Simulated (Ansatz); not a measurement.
methanethiol (SMILES CS) moved off its minimum; all values from Ansatz (a quantum-chemistry and plane-wave program), cores frozen in correlated methods.
(charge 0, multiplicity 1)
```xyz
6

C     -1.30622    -0.40602     0.08066
S      0.64363     0.46774     0.17179
H     -1.35437    -1.03972     0.96696
H     -1.86382     0.43768    -0.09005
H     -1.28050    -1.24859    -0.67152
H      1.22236    -0.78637     0.29451
```

Forces at wB97M-V/def2-TZVPP (eV/Å):

| atom | Fx | Fy | Fz |
|---|---|---|---|
| C1 | 4.754 | -2.927 | -0.152 |
| S2 | -2.209 | -2.518 | -0.097 |
| H3 | -0.470 | 1.189 | 0.555 |
| H4 | -1.689 | 1.389 | -0.162 |
| H5 | -0.050 | 1.756 | -0.050 |
| H6 | -0.335 | 1.111 | -0.093 |

### Question
Give the forces (eV/Å), the total energy and the dipole at CCSD(T)/aug-cc-pV(T+d)Z.

### Answer

```tsv
atom	Fx	Fy	Fz
C1	4.523	-3.058	-0.170
S2	-1.965	-2.307	-0.092
H3	-0.466	1.150	0.693
H4	-1.738	1.501	-0.175
H5	-0.032	1.683	-0.168
H6	-0.321	1.032	-0.087
```
Energy -438.1454 hartree, dipole 1.81 D.
